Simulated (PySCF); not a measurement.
**NaF−: from the state search to spectroscopic constants**

What are the lowest state that PBE0 finds, the bond length, vibrational wavenumber and bond energy of NaF−, and how much do these hang on the method?

Method: Na aug-cc-pVDZ-DK, F aug-cc-pVDZ-DK, spin-free X2C with a Gaussian nucleus; program: PySCF 2.14.0.

2 further runs of the same task are left out: 2 set aside as unsound or not needed.

### Step 1. Input

The job is set up so:

```json
{
  "atoms": "Na, F",
  "charge": "-1",
  "basis": "Na aug-cc-pVDZ-DK, F aug-cc-pVDZ-DK",
  "Hamiltonian": "spin-free X2C with a Gaussian nucleus",
  "basis functions": "50",
  "electrons treated": "21",
  "masses in u": "22.9898, 18.9984",
  "levels": "PBE0, PBE, r²SCAN, MN15, B2PLYP, r²SCAN0, HF, MP2, SCS-MP2, CCSD, CCSD(T)",
  "grid": "80 radial by 434 angular points",
  "occupations": "held fixed by the projection of orbital angular momentum",
  "dissociation limit": "Na + F−, each in its ground configuration",
  "starting distance in angstrom": "2.290",
  "values of 2S to try": "1, 3"
}
```

Launch:

```console
> OMP_NUM_THREADS=1 python dia.py task.json out
```

After this run come: PBE0 along the bond; PBE; r²SCAN; MN15; B2PLYP; r²SCAN0 (hybrid meta-GGA); UHF (mean field); Correlated methods on the Hartree–Fock reference.

Before running it: what results should come out? Wanted: for each run, Re; ωe; De; μ.

**Answer**, as computed:

Lowest PBE0 solution found, without spin–orbit coupling: ²Σ⁺ (doublet), unpaired electrons σ ↑.

| level | Re (Å) | ωe (cm⁻¹) | De (eV) | μ (D) |
| --- | --- | --- | --- | --- |
| UHF | 1.995 | 461 | 2.12 | 5.11 |
| UHF-MP2 | 2.015 | 436 | 2.02 | n/a |
| UHF-SCS-MP2 | 2.012 | 439 | 2.03 | n/a |
| UHF-CCSD | 2.003 | 449 | 2.07 | n/a |
| UHF-CCSD(T) | 2.007 | 443 | 2.06 | n/a |
| PBE | 2.034 | 414 | 1.94 | 4.26 |
| r²SCAN | 2.012 | 437 | 2.05 | 4.40 |
| PBE0 | 2.011 | 434 | 2.00 | 4.35 |
| r²SCAN0 | 1.998 | 448 | 2.07 | 4.32 |
| MN15 | 2.008 | 439 | 1.98 | 3.34 |
| B2PLYP | 2.014 | 433 | 1.95 | 4.39 |

De is counted to Na + F− in their ground configurations. A positive dipole points from Na to F; in an ion it is taken about the centre of mass and does not tell which atom is negative.

Differences from CCSD(T) in the same basis:

| level | Re (mÅ) | ωe (%) |
| --- | --- | --- |
| UHF | -12 | +4.0 |
| UHF-MP2 | +8 | -1.5 |
| UHF-SCS-MP2 | +5 | -0.8 |
| UHF-CCSD | -4 | +1.3 |
| PBE | +27 | -6.6 |
| r²SCAN | +4 | -1.4 |
| PBE0 | +4 | -1.9 |
| r²SCAN0 | -9 | +1.2 |
| MN15 | +1 | -0.8 |
| B2PLYP | +7 | -2.3 |

What this shows: Judged by CCSD(T) in the same basis: best bond length MN15 (+1 mÅ), worst PBE (+27 mÅ); best wavenumber UHF-SCS-MP2 and MN15 (-0.8 %), worst PBE (-6.6 %). Hartree–Fock falls on the short and stiff side, its usual fault. PBE has the long and soft bond that GGAs tend to give. CCSD(T) in a basis this small is itself some way from its limit, more so than the functionals. Among the levels with a De in the table, it runs from 1.94 eV (PBE) to 2.12 eV (UHF).

Correlated steps freeze 2 core orbitals. B2PLYP dipoles, levels and charges come from its SCF part alone. With some functionals the highest level of the anion is positive, from self-interaction error or because the anion is truly unbound there; the finite basis then holds the extra electron, and no neutral molecule was run to test the binding.
